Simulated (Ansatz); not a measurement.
**Cohesive energy of some elemental metals**

Method: r²SCAN (PAW; Ansatz, a first-principles code). References are measured values corrected to a static lattice or taken at low temperature (these still hold zero-point motion). The table is a random draw of 14 from 30 solids with such references.

Values in eV/atom.

```csv
solid,reference,r²SCAN,error (eV/atom)
hcp Cd,1.18,1.07,-0.11
fcc Sr,1.73,1.79,+0.06
fcc Pd,3.93,4.09,+0.16
bcc Mo,6.84,5.63,-1.21
bcc V,5.34,4.67,-0.67
hcp Y,4.42,4.08,-0.34
fcc Ca,1.86,2.08,+0.22
hcp Ti,4.88,4.67,-0.21
bcc Cs,0.81,0.68,-0.13
hcp Sc,3.93,3.99,+0.06
bcc Ba,1.91,2.04,+0.13
bcc Nb,7.6 (7.47–7.60),6.43,-1.17
hcp Co,4.47,4.70,+0.23
fcc Ag,2.97,2.87,-0.10
```

Over these 14 solids the mean error is -0.22 eV/atom, the mean absolute error 0.34 eV/atom (median 0.18 eV/atom), and the worst case bcc Mo at -1.21 eV/atom; the value is below the reference in 8 of 14 cases. Over all 30 the mean error is -0.12 eV/atom and the mean absolute error 0.30 eV/atom (median 0.19 eV/atom).

All these references are brought to a static lattice.

Spin–orbit coupling is left out, also for the solids with elements from indium on (bcc Cs, bcc Ba); its size isn't shown.

Brackets give the range of our sources, which can hold other temperatures.

Differences are worked out from the printed values.

Free atoms are spin-polarised, in the lowest state found; at levels without +SOC their spin–orbit coupling is left out. Each level is taken at its own relaxed cell. Ansatz's density-functional and Hartree–Fock values are scalar-relativistic unless marked +SOC, with PAW data made under PBE.

Ansatz's runs of these crystals have no spin polarisation, but for hcp Co. A magnetic state wasn't tried for fcc Pd, bcc V, hcp Y, hcp Ti, hcp Sc with meta-GGA or hybrid levels, which favour moments.

Density-functional runs with spin start from parallel moments for hcp Co.

Not in this set, of the elemental metals with a reference value in our tables and a result at some level: 13 for spin–orbit terms of free atoms that are large (Br, In, Sn, Te, I, elements past barium) (fcc Au, hcp Hf, body-centred tetragonal In, fcc Ir, hcp Lu and 8 more); 1 for a doubt noted on the run at r²SCAN (double-hcp La); 1 for sources at odds (hcp Tc). These can be a level's worst cases. Values held back for tests aren't counted. Layered and molecular crystals are counted apart. The metals Ce to Yb are counted apart.

References as tabulated in Mejia-Rodriguez and Trickey (2018), arXiv:1807.09216; Jana et al. (2018), arXiv:1807.00350; Csonka et al. (2009), arXiv:0903.4037.
